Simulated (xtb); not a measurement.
CH$_{2}$NO (SMILES N[C]=O), doublet, geometry from GFN2-xTB; xtb 6.7.1 with GFN2-xTB.

xtb was given this input:
```
$ xtb mol.xyz --gfn 2 --chrg 0 --uhf 1 --json

# file mol.xyz
5

O     -0.26239492     1.20792016    -0.01400583
C     -0.41467571     0.01679901     0.00061495
N      0.43485650    -0.99377497     0.01109142
H      0.09501155    -1.93993374     0.02313653
H      1.44820656    -0.86779678     0.00758046
```

The log (banner, timings and long lists left out):

```
   ID    Z sym.   atoms
    1    8 O      1
    2    6 C      2
    3    7 N      3
    4    1 H      4, 5

           -------------------------------------------------
          |                Calculation Setup                |
           -------------------------------------------------

           -------------------------------------------------
          |                 G F N 2 - x T B                 |
           -------------------------------------------------

          ...................................................
          :                      SETUP                      :
          :.................................................:
          :  # basis functions                  14          :
          :  # atomic orbitals                  14          :
          :  # shells                            8          :
          :  # electrons                        17          :
          :  max. iterations                   250          :
          :  Hamiltonian                  GFN2-xTB          :
          :  restarted?                      false          :
          :  GBSA solvation                  false          :
          :  PC potential                    false          :
          :  electronic temp.          300.0000000     K    :
          :  accuracy                    1.0000000          :
          :  -> integral cutoff          0.2500000E+02      :
          :  -> integral neglect         0.1000000E-07      :
          :  -> SCF convergence          0.1000000E-05 Eh   :
          :  -> wf. convergence          0.1000000E-03 e    :
          :  Broyden damping             0.4000000          :
          :  net charge                          0          :
          :  unpaired electrons                  1          :
          ...................................................

 iter      E             dE          RMSdq      gap      omega  full diag
   1    -10.1155304 -0.101155E+02  0.554E+00    3.00       0.0  T
   2    -10.1647031 -0.491728E-01  0.314E+00    2.67       1.0  T
   3    -10.1671112 -0.240806E-02  0.175E+00    2.71       1.0  T
   4    -10.1670520  0.591949E-04  0.220E-01    2.70       1.0  T
   5    -10.1671811 -0.129071E-03  0.115E-01    2.70       1.0  T
   6    -10.1671999 -0.188020E-04  0.548E-02    2.69       1.0  T
   7    -10.1672071 -0.717377E-05  0.499E-03    2.69       9.0  T
   8    -10.1672070  0.213671E-07  0.354E-03    2.69      12.6  T
   9    -10.1672071 -0.376375E-07  0.256E-04    2.69     174.8  T
  10    -10.1672071 -0.470024E-10  0.670E-05    2.69     668.0  T

   *** convergence criteria satisfied after 10 iterations ***

         :::::::::::::::::::::::::::::::::::::::::::::::::::::
         ::                     SUMMARY                     ::
         :::::::::::::::::::::::::::::::::::::::::::::::::::::
         :: total energy             -10.061898179387 Eh    ::
         :: gradient norm              0.000105623519 Eh/a0 ::
         :: HOMO-LUMO gap              2.693869614919 eV    ::
         ::.................................................::
         :: SCC energy               -10.167207061180 Eh    ::
         :: -> isotropic ES            0.025933187013 Eh    ::
         :: -> anisotropic ES          0.001531521802 Eh    ::
         :: -> anisotropic XC          0.002425784638 Eh    ::
         :: -> dispersion             -0.001287001084 Eh    ::
         :: repulsion energy           0.105308881793 Eh    ::
         :: add. restraining           0.000000000000 Eh    ::
         :: total charge              -0.000000000000 e     ::
         :::::::::::::::::::::::::::::::::::::::::::::::::::::

           -------------------------------------------------
          |                Property Printout                |
           -------------------------------------------------

    * Orbital Energies and Occupations

         #    Occupation            Energy/Eh            Energy/eV
      -------------------------------------------------------------
         1        2.0000           -0.7082088             -19.2713
         2        2.0000           -0.6633034             -18.0494
         3        2.0000           -0.6025898             -16.3973
         4        2.0000           -0.5767115             -15.6931
         5        2.0000           -0.5438178             -14.7980
         6        2.0000           -0.5395986             -14.6832
         7        2.0000           -0.4873634             -13.2618
         8        2.0000           -0.4418879             -12.0244
         9        1.0000           -0.3009764              -8.1900 (HOMO)
        10                         -0.2019785              -5.4961 (LUMO)
        11                          0.0048870               0.1330
        12                          0.1917285               5.2172
        13                          0.3467330               9.4351
        14                          0.6886575              18.7393
      -------------------------------------------------------------
                  HL-Gap            0.0989979 Eh            2.6939 eV
             Fermi-level           -0.3114548 Eh           -8.4751 eV

     #   Z          covCN         q      C6AA      α(0)
     1   8 O        0.856    -0.318    20.107     6.012
     2   6 C        1.766     0.170    27.150     8.425
     3   7 N        2.631    -0.224    25.895     7.558
     4   1 H        0.860     0.189     1.161     1.688
     5   1 H        0.860     0.182     1.203     1.718

 Mol. C6AA /au·bohr⁶  :        285.785883
 Mol. C8AA /au·bohr⁸  :       6302.056958
 Mol. α(0) /au        :         25.400111

Wiberg/Mayer (AO) data.
largest (>0.10) Wiberg bond orders for each atom

 ---------------------------------------------------------------------------
     #   Z sym  total        # sym  WBO       # sym  WBO       # sym  WBO
 ---------------------------------------------------------------------------
     1   8 O    2.199 --     2 C    1.989     3 N    0.177
     2   6 C    3.391 --     1 O    1.989     3 N    1.366
     3   7 N    3.401 --     2 C    1.366     4 H    0.946     5 H    0.911
                             1 O    0.177
     4   1 H    0.964 --     3 N    0.946
     5   1 H    0.964 --     3 N    0.911
 ---------------------------------------------------------------------------

Topologies differ in total number of bonds
Writing topology from bond orders to xtbtopo.mol

molecular dipole:
                 x           y           z       tot (Debye)
 q only:        0.373      -1.293       0.015
   full:        0.598      -1.499       0.017       4.103
molecular quadrupole (traceless):
                xx          xy          yy          xz          yz          zz
 q only:        0.949      -0.361      -0.032       0.001      -0.010      -0.918
  q+dip:        1.349      -0.295       0.003      -0.002      -0.016      -1.352
   full:        1.254      -0.248      -0.520      -0.001      -0.002      -0.734

           -------------------------------------------------
          | TOTAL ENERGY              -10.061898179387 Eh   |
          | GRADIENT NORM               0.000105623519 Eh/α |
          | HOMO-LUMO GAP               2.693869614919 eV   |
           -------------------------------------------------

normal termination of xtb
```
